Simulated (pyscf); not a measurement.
Single points on ωB97X-D3(BJ)/def2-SVP structures (PySCF, gas phase).

Problem. What are the homolytic bond dissociation enthalpies (298 K) of H₂N–Si(F)(F)–F (SMILES N[Si](F)(F)F) at ωB97M-D3(BJ)/def2-TZVP, weakest first?

Solution. H–N to •HN–Si(F)(F)–F + H•: 114.8 kcal/mol; N–Si to NH₂• + F–Si•(F)–F: 120.7 kcal/mol; F–Si to H₂N–Si•(F)–F + F•: 163.4 kcal/mol. Ring and multiple bonds, and those that leave no two simple radicals, are not listed. Other isomers of •HN–Si(F)(F)–F, H₂N–Si•(F)–F were not searched in full and may lie lower. Left out: the spin-orbit lowering of F.
